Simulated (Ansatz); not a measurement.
Born–Oppenheimer molecular dynamics of FH$_{6}$NSi (9 atoms, charge 0, multiplicity 1). It starts at the highest image of a converged band. Of that band: Neighbouring images differ by up to 1.8 eV, so the band resolves the path poorly. A vibrational analysis at the climbing image gives one clearly imaginary mode, 1046i cm⁻¹: a first-order saddle point.

Theory: RKS PBE0/6-31G* in Ansatz.

| Quantity | Value |
| --- | --- |
| ensemble | NVE (velocity Verlet) |
| time step | 0.5 fs |
| steps asked | 200 |
| starting velocities drawn for | 100 K |
| seed | 6712 |

First frame:

```xyz
9
Properties=species:S:1:pos:R:3
Si -0.159 0.003 -0.155
H 0.179 0.088 1.536
N 1.522 -0.006 -0.590
H 2.057 -0.862 -0.512
H 2.111 0.798 -0.411
H -0.577 1.329 -0.655
H -0.548 -1.312 -0.709
F -1.795 -0.066 0.900
H -0.785 0.028 1.551
```

**Question.** How far do the bonds stretch over the last three quarters of this one trajectory? (Pairs bonded in most of those frames.)

**Answer.** 
```csv
bond,mean (Å),spread (Å),shortest,longest
Si1–N3,1.735,0.052,1.65,1.82
Si1–H6,1.486,0.014,1.46,1.51
Si1–H7,1.487,0.004,1.48,1.50
Si1–F8,1.665,0.121,1.48,1.85
H2–H9,0.746,0.022,0.71,0.79
N3–H4,1.014,0.009,1.00,1.04
N3–H5,1.016,0.010,1.00,1.04
```

Mean temperature of the second half: 2015 K. The conserved energy stayed within 0.11 meV per atom of its start (net change -0.023 meV per atom), so the integration is sound. The kinetic energy rose, since the run started high on the potential surface and went downhill. It ends in pieces (FH4NSi + H2), so much of that is their flight and rotation, not heat. A run of 0.1 ps of so small a system gives no equilibrium averages. The orbitals stay closed-shell, which can raise the energy where a bond breaks towards radicals; this wasn't checked here.

The run took 6.3 min on 1 thread of Arm Neoverse V1, on a shared host, peak memory 0.11 GiB.
